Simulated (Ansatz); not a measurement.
Cost and result for the atomization energy of H₇NSi₂, SMILES `[SiH3]N[SiH3]` (10 atoms, 9 bonds).

```xyz
10

Si   -0.910   -0.159   -1.259
N     0.539   -0.049   -0.328
Si    0.721    0.183    1.372
H    -2.035    0.230   -0.374
H    -1.154   -1.534   -1.776
H    -0.855    0.750   -2.436
H     1.398   -0.197   -0.841
H    -0.615    0.527    1.918
H     1.682    1.284    1.658
H     1.229   -1.034    2.065
```

Total charge 0; spin multiplicity 1. The structure was optimised at the PBE0-D4/def2-TZVP level. Program: Ansatz. Hardware: A = 2 threads of a server CPU on a shared host; B = 2 threads of an AMD EPYC 7R13 on a shared host and a share of an NVIDIA H100 80 GB. Times are those of one run each, without the atoms' runs, and a repeat can differ threefold. Electronic energies, without spin–orbit coupling; frozen cores. CCSD(T)/CBS extrapolates def2-TZVPP and def2-QZVPP, and its time is that of the two runs behind it. T1 = 0.010. B3LYP takes the VWN-RPA correlation (the form of Gaussian; ORCA's B3LYP/G). HSE06 is the plane-wave form, built on full-range PBE exchange.

CCSD(T)/CBS is a level of theory with its own doubt, some kJ/mol a heavy atom from the limit and from the frozen cores, so smaller differences don't rank the functionals.

```
                                level  functions  wall time
           LDA (SPW92)/def2-TZVPP [A]        213      1.9 s
                 CCSD(T)/def2-SVP [A]         85      3.7 s
               PBE0-D4/def2-TZVPP [A]        213      4.3 s
              HSE06-D4/def2-TZVPP [A]        213        6 s
              BHLYP-D4/def2-TZVPP [A]        213        6 s
          CAM-B3LYP-D4/def2-TZVPP [A]        213        6 s
B3LYP-D4/def2-TZVPP (with forces) [A]        213        7 s
            r2SCANh-D4/def2-TZVPP [A]        213        7 s
                B2PLYP/def2-TZVPP [A]        213        8 s
               CCSD(T)/def2-TZVPP [B]        213       13 s
 ωB97M-V/def2-TZVPP (with forces) [A]        213       14 s
               CCSD(T)/def2-QZVPP [B]        407       17 s
                    CCSD(T)/CBS(def2)          –       30 s
```

What atomization energy does each give, and how far from CCSD(T)/CBS? (An estimate is asked.)

The calculation gave: 
| level | atomization (kcal/mol) | difference from CCSD(T)/CBS | per bond |
| --- | --- | --- | --- |
| LDA (SPW92)/def2-TZVPP [A] | 816.2 | 73.0 | 8.1 |
| CCSD(T)/def2-SVP [A] | 686.6 | -56.6 | -6.3 |
| PBE0-D4/def2-TZVPP [A] | 729.0 | -14.2 | -1.6 |
| HSE06-D4/def2-TZVPP [A] | 729.3 | -13.9 | -1.5 |
| BHLYP-D4/def2-TZVPP [A] | 734.0 | -9.2 | -1.0 |
| CAM-B3LYP-D4/def2-TZVPP [A] | 746.9 | 3.7 | 0.4 |
| B3LYP-D4/def2-TZVPP (with forces) [A] | 743.5 | 0.3 | 0.0 |
| r2SCANh-D4/def2-TZVPP [A] | 733.9 | -9.3 | -1.0 |
| B2PLYP/def2-TZVPP [A] | 732.8 | -10.4 | -1.1 |
| CCSD(T)/def2-TZVPP [B] | 722.3 | -20.9 | -2.3 |
| ωB97M-V/def2-TZVPP (with forces) [A] | 743.7 | 0.5 | 0.1 |
| CCSD(T)/def2-QZVPP [B] | 735.0 | -8.2 | -0.9 |
| CCSD(T)/CBS(def2) | 743.2 | 0.0 | 0.0 |

At CCSD(T), def2-SVP lies −56.6 kcal/mol from the extrapolated value and def2-TZVPP −20.8 kcal/mol: correlation converges slowly with the basis, and small sets miss more of it in the bonded molecule than in its fragments. From r2SCAN to r2SCAN0 (25 % exact exchange), in def2-TZVPP and without D4, the atomization energy moves by −5.5 kcal/mol: exact exchange takes away binding that semilocal exchange gives to molecules. The D4 term adds +7.2 kcal/mol with B3LYP and +3.8 kcal/mol with PBE0; it sums over pairs of atoms, weighted by their polarisabilities, and B3LYP, whose exchange is more repulsive, gets the larger term.
